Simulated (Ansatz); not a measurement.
# SiH4O2 (SMILES O[SiH2]O): methods side by side

SiH4O2: 7 atoms, total charge 0, spin state singlet. As SMILES, `O[SiH2]O`. The shape was relaxed beforehand at wB97X-V/def2-SVP. This is one conformer, not always the lowest.

Quantity: the adiabatic electron affinity (to the doublet anion, shapes relaxed at wB97X-V/def2-SVP, no zero-point term), in eV. The values are calculated.

The electron affinity is E(neutral) − E(anion): positive where the electron is bound.

```csv
level,kind,program,value (eV),less CCSD(T)/def2-TZVP,CPU time (all runs)
SVWN5/def2-TZVP,LDA,Ansatz,-1.48,+0.43,1.4 s
PBE/def2-TZVP,GGA,Ansatz,-1.44,+0.47,3 s
r2SCAN/def2-TZVP,meta-GGA,Ansatz,-1.59,+0.32,5.4 s
wB97M-V/def2-TZVP,range-separated hybrid,Ansatz,-1.82,+0.09,13 s
B2PLYP/def2-TZVP,double hybrid,Ansatz,-1.82,+0.09,6.2 s
RPA@PBE/def2-TZVP,RPA,Ansatz,-1.56,+0.35,5.2 s
MP2/def2-TZVP,perturbation theory,Ansatz,-1.97,-0.06,3 s
CCSD(T)/def2-TZVP,coupled cluster or CI,Ansatz,-1.91,0.00,38 s
```

Differences are taken from CCSD(T)/def2-TZVP for orientation; it has basis-set and higher-order errors of its own. The values span -1.97 to -1.44 eV. Negative values mean that the anion is unbound at that level; they are set by how diffuse the basis is and aren't properties of the molecule, whose anion may well be bound. In so small a basis fixed costs decide the times, and correlated methods can beat functionals. CPU times are rough (shared hosts, several kinds of processor and program).
